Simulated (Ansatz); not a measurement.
**Fluoromethane (CH₃F): basis-set convergence**

Aim: see how fast density functionals and correlated methods converge with the basis set for fluoromethane (CH₃F).

Computed with Ansatz 0.2.0, Gaussian basis. Level: one geometry, several basis sets.

The runs, in order: PBE0-D4/def2-SVP; ωB97M-V/def2-SVP; PBE0-D4/def2-QZVPP; ωB97M-V/def2-QZVPP; CCSD(T)/cc-pV(D+d)Z; CCSD(T)/cc-pV(T+d)Z; CCSD(T)/cc-pV(Q+d)Z; the functionals' def2-TZVPP values are taken from earlier runs.

### 1 The geometry

The geometry comes from an earlier relaxation with PBE0-D4 in a triple-zeta def2 set; it is a stationary point.

SMILES `CF`, 5 atoms, charge 0, spin multiplicity 1.

Atoms are counted from 1 here; the program's logs count them from 0.

Bond lengths: C1–F2 1.376 Å, C1–H3 1.092 Å, C1–H4 1.092 Å, C1–H5 1.092 Å. Angles: F2–C1–H3 109.1°, F2–C1–H4 109.1°, F2–C1–H5 109.1°, H3–C1–H4 109.9°, H3–C1–H5 109.9°, H4–C1–H5 109.9°.

### 2 PBE0-D4 in def2-SVP

The input, in.yaml:

```yaml
crystal:
  periodic: [false, false, false]
  atoms:
    - {symbol: C, position_ang: [-0.050685, 0.032909, 0.007811]}
    - {symbol: F, position_ang: [1.094087, -0.710455, -0.168621]}
    - {symbol: H, position_ang: [-0.918747, -0.626922, -0.057958]}
    - {symbol: H, position_ang: [-0.104823, 0.795975, -0.771953]}
    - {symbol: H, position_ang: [-0.019843, 0.508483, 0.990721]}
basis:
  gaussian: {orbitals: def2-SVP}
hamiltonian: {xc: pbe0, dispersion: d4}
output: {orbitals: {seedname: orbitals}}
```

After this run come: ωB97M-V in def2-SVP; PBE0-D4 in def2-QZVPP; ωB97M-V in def2-QZVPP; CCSD(T) in cc-pV(D+d)Z; CCSD(T) in cc-pV(T+d)Z; CCSD(T) in cc-pV(Q+d)Z.

Before running them: what should the planned runs give, taken together? Wanted: MP2 correlation recovered, cc-pV(D+d)Z; MP2 correlation recovered, cc-pV(T+d)Z; MP2 correlation recovered, cc-pV(Q+d)Z; CCSD(T) limit from def2 sets; PBE0-D4: double and triple zeta above quadruple; ωB97M-V: double and triple zeta above quadruple.

As calculated:

```
                                                                 quantity          value
                                   MP2 correlation recovered, cc-pV(D+d)Z         67.4 %
                                   MP2 correlation recovered, cc-pV(T+d)Z         87.7 %
                                   MP2 correlation recovered, cc-pV(Q+d)Z         94.9 %
CCSD(T) limit from def2 sets (earlier runs) less the limit of this series          2 meV
                          PBE0-D4: double and triple zeta above quadruple  4.90, 0.22 eV
                          ωB97M-V: double and triple zeta above quadruple  5.07, 0.22 eV
```

**Reading.** For PBE0-D4 the step from double to triple zeta gains 4.68 eV and the next only 0.22 eV. Correlation climbs from 67 % (cc-pV(D+d)Z) to 95 % (cc-pV(Q+d)Z) of the limit; Hartree-Fock is 0.095 eV from its own by then. A limit from the def2 sets, made apart, differs by 2 meV, a least measure of the doubt on such a limit. Total energies overstate the basis error of differences, where much of it tends to cancel. The LUMO of ωB97M-V is positive and keeps falling with the basis (3.93 to 2.06 eV): an unbound level that the basis holds in place.
